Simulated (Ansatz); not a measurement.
Gas-phase electronic energies from Ansatz, PBE0-D4/def2-TZVP geometries. CCSD(T)/CBS is the MP2 limit (def2-TZVPP, def2-QZVPP) plus CCSD(T) − MP2 in def2-TZVPP, frozen cores. This one scheme is used for every species, atoms too. Functionals use def2-TZVPP. Open shells (•) are unrestricted, without spin–orbit coupling. Spin–orbit coupling would lower the free atoms: a little for C, O, S. Each species was taken in one conformer, which may not be the lowest.

`OC1(O)SS1` → C• + 2 H• + 2 O• + 2 S•  (atomization)

| level | ΔE (kcal/mol) |
| --- | --- |
| r2SCAN-D4 | 604.9 |
| PBE | 628.5 |
| revPBE | 594.8 |
| MP2/def2-SVP | 562.2 |

Task: What does CCSD(T)/CBS give? (An estimate is asked.)

Result: Ansatz gave: +598.7 kcal/mol. The listed levels differ from it by 6.2, 29.8, -3.9, -36.5 kcal/mol.

Largest T1 diagnostic among the species: 0.013.

The D4 term adds +7.5 kcal/mol with B3LYP and +3.8 kcal/mol with PBE0; it sums over pairs of atoms, weighted by their polarisabilities, and B3LYP, whose exchange is more repulsive, gets the larger term. From PBE to PBE0 (25 % exact exchange), in def2-TZVPP and without D4, ΔE moves by −28.5 kcal/mol: exact exchange takes away binding that semilocal exchange gives to molecules.

B3LYP here is the variant with VWN-RPA as its local correlation; programs differ in this.

For atomizations the MP2-based limit and the directly extrapolated one differ by several kJ/mol either way, and by 10 to 25 for some Ge, Se and Sn compounds, so smaller differences from it don't rank the levels.
